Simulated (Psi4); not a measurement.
Reaction (SMILES): P (PH3) + H+ → [PH4+]
B3LYP-D3(BJ)/def2-TZVP geometries, fixed; electronic energies without zero-point terms; positive where energy is released.
Largest species:
```xyz
5

P      0.0000     0.0000     0.0000
H      0.0115     1.3163    -0.4706
H      1.1354    -0.6707    -0.4639
H     -1.1473    -0.6505    -0.4634
H      0.0003     0.0049     1.3979
```
Charge +1, spin multiplicity 1.

How fast the proton affinity converges with the basis for several methods (Psi4): deviation from each method's own reference, in kcal/mol. References: HF 201.14 kcal/mol, the value in aug-cc-pV(Q+d)Z; MP2 193.66 kcal/mol, Hartree-Fock in aug-cc-pV(Q+d)Z plus the correlation part extrapolated as X^-3 from aug-cc-pV(T+d)Z and aug-cc-pV(Q+d)Z; PBE 190.60 kcal/mol, the value in aug-cc-pV(Q+d)Z; PBE0 193.12 kcal/mol, the value in aug-cc-pV(Q+d)Z. Cartesian d functions, on some or all atoms, in 6-31+G*; all else is spherical. Density fitting with the program's default auxiliary sets. In correlated methods cores are frozen. Psi4's default fitting sets serve the pcseg sets less well. No added dispersion term, no relativity. 

```csv
basis,functions,HF,MP2,PBE,PBE0
6-31+G*,31,-4.57,-0.10,-1.13,-1.82
def2-SVP,38,-2.72,2.34,0.03,-0.74
pcseg-1,38,-1.81,3.19,-0.76,-0.84
aug-pcseg-1,63,-1.86,1.03,-1.47,-1.39
aug-cc-pV(D+d)Z,68,-1.87,-0.89,-1.63,-1.46
"6-311++G(2d,2p)",75,-0.72,0.89,-0.45,-0.42
def2-TZVPD,79,-0.36,-0.54,-0.33,-0.32
def2-TZVPPD,116,-0.19,0.54,-0.25,-0.24
aug-cc-pV(T+d)Z,147,-0.33,-0.19,-0.34,-0.32
def2-QZVP,190,0.03,0.42,-0.02,-0.01
def2-QZVPPD,208,0.02,0.37,-0.07,-0.04
aug-pcseg-3,285,0.09,0.46,-0.02,0.01
```

Mean absolute deviation over 6-311++G(2d,2p), def2-TZVPD, def2-TZVPPD, aug-cc-pV(T+d)Z: PBE0 0.32, PBE 0.34, HF 0.40, MP2 0.54 kcal/mol.
